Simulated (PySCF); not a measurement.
## Which basis set comes closest?

Molecule: `CS(=O)(=O)Cl`, CH$_{3}$ClO$_{2}$S.

Geometry (Å), atoms numbered from 1 in this order:
```xyz
8

C    -0.0338    2.4809    1.7396
S     1.7056    2.1367    1.8133
O     2.1658    1.7190    0.5093
O     1.9927    1.3786    3.0092
Cl    2.4186    4.0864    2.1283
H    -0.3428    2.8999    2.7040
H    -0.2133    3.1737    0.9096
H    -0.5142    1.5092    1.5564
```

Geometry PBE0-D3(BJ)/def2-SVP throughout; GIAO in PySCF 2.14.0 with density-fitted response routines, gas phase, one conformer, non-relativistic; equivalent atoms averaged; functional PBE0.

Reference values (measured; solution, not stated per compound (mostly CDCl3 or CCl4); Pretsch, Buehlmann, Badertscher, Structure Determination of Organic Compounds, 4th ed. (2009)): δ(C1) = 52.6 ppm. Computed shifts are taken against TMS, calculated as an isolated molecule at each level.

How do the basis sets STO-3G, 6-31G, 6-31G*, def2-SVP, 6-311+G(2d,p), def2-TZVP perform against the reference? Times are CPU seconds on 1 thread of an AMD EPYC 7R13, shared host.

Results:


```tsv
basis set	functions	C1	abs. error C	core-s
STO-3G	36	34.7	17.9	2.2
6-31G	59	56.9	4.3	4.8
6-31G*	84	50.6	2.0	6.2
def2-SVP	93	52.7	0.1	5.9
6-311+G(2d,p)	169	55.4	2.8	13
def2-TZVP	185	54.8	2.2	15
```

For $^{13}$C the closest is def2-SVP (0.1 ppm) and the furthest STO-3G (17.9 ppm). Where a smaller basis beats a larger one, errors probably cancel. One molecule is a small sample, and vibrational and solvent effects are absent from the calculation.

A small basis that lands close on one nucleus may do so by chance; judge by the trend and by all nuclei.
